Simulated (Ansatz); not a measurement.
A made-up structure of CH5OSi (charge -1), closed shell:

C1  (-0.506, 1.031, -0.222)
O2  (-0.440, -0.136, 0.511)
Si3  (0.428, -1.484, -0.206)
H4  (0.283, -2.020, -1.512)
H5  (0.431, 1.618, -0.171)
H6  (-1.313, 1.674, 0.163)
H7  (1.878, -1.108, 0.232)
H8  (0.225, -2.438, 0.988)
(Å)

It is relaxed with PBE-D4/def2-SVPD and then PBE0-D4/def2-TZVPD (Ansatz 0.2.0). Atoms count as bonded within 1.22 times the sum of their covalent radii (H–H: 0.88 Å). The end point is not checked to be a true minimum.

Problem. Does its bonding change? (A judgement: the text doesn't fix the answer.)

Solution. Computed: Yes. Formed: C1–Si3; broken: none.

Where it ends: The first stage lowers the energy by 1.65 eV in 11 steps. It ends as CH₅OSi ([CH2]1[O][SiH3]1), total charge -1:
C1  (-0.188, 0.743, -0.114)
O2  (-0.583, -0.158, 1.003)
Si3  (0.370, -1.083, -0.036)
H4  (-0.115, -1.668, -1.356)
H5  (0.393, 1.599, 0.260)
H6  (-1.075, 1.112, -0.651)
H7  (1.888, -1.002, -0.114)
H8  (0.296, -2.406, 0.791)
(Å)

Labels in which every atom is bracketed show which atoms are joined, not bond orders.

For scale, one of the runs: PBE0-D4/def2-TZVPD relaxation, 165 basis functions, launched by `ansatz run in.yaml --threads 2 --pin off --events-out ev --progress --plain --max-ram 4352MiB`. The run took about 24 s on 2 CPU threads of an Arm Neoverse V2 (shared host).
